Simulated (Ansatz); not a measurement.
**CH5NSi: composite energy at a relaxed geometry, by script**

A script is to give a composite energy at a relaxed geometry; the system is CH5NSi. SMILES: N=C[SiH3].

Program: Ansatz 0.2.0 through its Python package. The levels of theory stand in the script. These are calculated values, not measurements.

**1. The structure**

Bond lengths: N1–C2 1.245 Å, C2–Si3 1.846 Å, N1–H4 1.060 Å, C2–H5 1.114 Å, Si3–H6 1.496 Å, Si3–H7 1.545 Å, Si3–H8 1.470 Å. Angles: N1–C2–Si3 119.5°, N1–C2–H5 122.8°, Si3–C2–H5 117.7°, C2–N1–H4 106.2°, C2–Si3–H6 113.3°, C2–Si3–H7 110.0°, C2–Si3–H8 114.4°, H6–Si3–H7 104.7°, H6–Si3–H8 110.0°, H7–Si3–H8 103.6°.

No structure file is read: the coordinates are typed or built in the script.

**2. Script**

Contents of composite.py:

```python
import itertools

import ansatz as az
from ase.data import atomic_numbers, covalent_radii
import numpy as np


def main() -> None:
    mol = (
        az.Crystal.molecule()
        .atom("N", (-1.5564, 0.1819, -0.6952))
        .atom("C", (-0.3276, 0.3672, -0.6234))
        .atom("Si", (0.6326, -0.4215, 0.7423))
        .atom("H", (-1.8919, 0.7438, -1.5289))
        .atom("H", (0.2377, 0.9591, -1.3786))
        .atom("H", (0.2573, 0.0868, 2.0985))
        .atom("H", (2.133, -0.0831, 0.5986))
        .atom("H", (0.6075, -1.8913, 0.7309))
    )

    job = (
        mol.calculation()
        .basis(gaussian="def2-SVP")
        .functional("PBE0")
    )
    symbols = [site.symbol for site in mol.cartesian_sites]
    start = np.array([site.position_ang for site in mol.cartesian_sites], dtype=float)
    rep = job.relax(force_tolerance=0.01, max_steps=100).run(threads=1, backend="cpu").report
    end = np.array(rep["positions_ang"])
    radius = [covalent_radii[atomic_numbers[s]] for s in symbols]
    span = lambda where, i, j: np.linalg.norm(where[i] - where[j])
    bonded = [(i, j) for i, j in itertools.combinations(range(len(symbols)), 2) if min(span(start, i, j), span(end, i, j)) < 1.2 * (radius[i] + radius[j])]
    print("pair        before    after (A)")
    for i, j in bonded:
        print(f"{symbols[i]}{i}-{symbols[j]}{j}".ljust(10), f"{span(start, i, j):8.4f} {span(end, i, j):8.4f}")
    for first, second in list(itertools.combinations(bonded, 2)):
        shared = set(first) & set(second)
        if shared and symbols[(j := shared.pop())] != "H":
            i, k = sorted((set(first) | set(second)) - {j})
            u, v = end[i] - end[j], end[k] - end[j]
            angle = np.degrees(np.arccos(np.clip(u @ v / np.linalg.norm(u) / np.linalg.norm(v), -1, 1)))
            print(f"final angle {symbols[i]}{i}-{symbols[j]}{j}-{symbols[k]}{k}: {angle:.2f} deg")

    minimum = az.Crystal.molecule()
    for symbol, place in zip(symbols, end):
        minimum = minimum.atom(symbol, place.tolist())
    at_minimum = minimum.calculation()
    level = lambda method, basis: at_minimum.basis(gaussian=basis).correlation(method).run(threads=1, backend="cpu").report
    small, large, cluster = level("mp2", "cc-pVDZ"), level("mp2", "cc-pVTZ"), level("ccsd_t", "cc-pVDZ")
    corr = lambda each: (each["free_energy_ev"] - each["reference_energy_ev"]) / 27.211386246
    mp2_limit = (27 * corr(large) - 8 * corr(small)) / 19
    pieces = {"HF / cc-pVTZ": large["reference_energy_ev"] / 27.211386246, "MP2 correlation, DZ-TZ limit": mp2_limit, "CCSD(T) - MP2 / cc-pVDZ": corr(cluster) - corr(small)}
    for name, value in pieces.items():
        print(f"{name:32s} {value:14.6f} Ha")
    print(f"{'sum':32s} {sum(pieces.values()):14.6f} Ha")
    print("T1 diagnostic", round(cluster["correlation"]["coupled_cluster"]["t1_diagnostic"], 4))


if __name__ == "__main__":
    main()
```

**3. What the engine is handed**

The package turns the script's settings into the engine's input (first run):

```yaml
crystal:
  periodic: [false, false, false]
  atoms:
    - { symbol: "N", position_ang: [-1.5564, 0.1819, -0.6952] }
    - { symbol: C, position_ang: [-0.3276, 0.3672, -0.6234] }
    - { symbol: Si, position_ang: [0.6326, -0.4215, 0.7423] }
    - { symbol: H, position_ang: [-1.8919, 0.7438, -1.5289] }
    - { symbol: H, position_ang: [0.2377, 0.9591, -1.3786] }
    - { symbol: H, position_ang: [0.2573, 0.0868, 2.0985] }
    - { symbol: H, position_ang: [2.133, -0.0831, 0.5986] }
    - { symbol: H, position_ang: [0.6075, -1.8913, 0.7309] }
basis:
  gaussian:
    orbitals: def2-SVP
hamiltonian:
  xc: pbe0
relax:
  f_tol: 0.01
  max_steps: 100
```

**4. Launch**

Command:

```sh
$ python composite.py
```

**Question.** What results will this script give? Wanted: T1 diagnostic; composite energy.

**Answer**, as computed:

| quantity | value |
| --- | --- |
| T1 diagnostic | 0.0121 |
| composite energy | -384.760202 Ha |
| runs compared | 3 |

In words: All 3 runs converged (16 to 23 cycles). A T1 diagnostic under about 0.02 supports a single-reference treatment, as here. Run 0: The relaxation took 25 moves; the largest shift is 0.883 Å, of atom 5 (H). So large a move can change the bonding: the results belong to the relaxed structure. Caveats:
- The sum leaves out core correlation, relativity, the Hartree-Fock basis error and zero-point energy; a DZ-TZ extrapolation is rough.
- Inner cores stay frozen, so this is valence correlation.
- For Al to Cl the sets with a tight d function, cc-pV(X+d)Z, are usual.
